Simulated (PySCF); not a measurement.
**Name the molecule from its bond curve**

A diatomic of charge 0 contains P (the partner may be the same element). Its singlet curve at RHF-SCS-MP2 in a double-zeta basis (no relativity, PySCF), in eV from the separated fragments:

R (Å), E (eV) and a bar:
```
    1.628     -1.766 ##############################
    1.704     -2.983 ##############
    1.779     -3.693 #####
    1.836     -3.978 ##
    1.893     -4.106 
    1.950     -4.113 
    2.026     -3.988 ##
    2.120     -3.696 #####
    2.234     -3.251 ###########
    2.385     -2.648 ###################
```

The fit gives ωe = 743 cm⁻¹ and the rotational constant Bₑ = 0.2938 cm⁻¹.

**Question.** Which atom is the partner?

**Answer.** The minimum lies at 1.925 Å, so the reduced mass is 16.8576 u Å² cm⁻¹/(Bₑ·Re²) = 15.48 u. With P at 30.97 u the partner weighs about 31.0 u: P. The molecule is P2.

Correlated steps freeze 10 core orbitals.
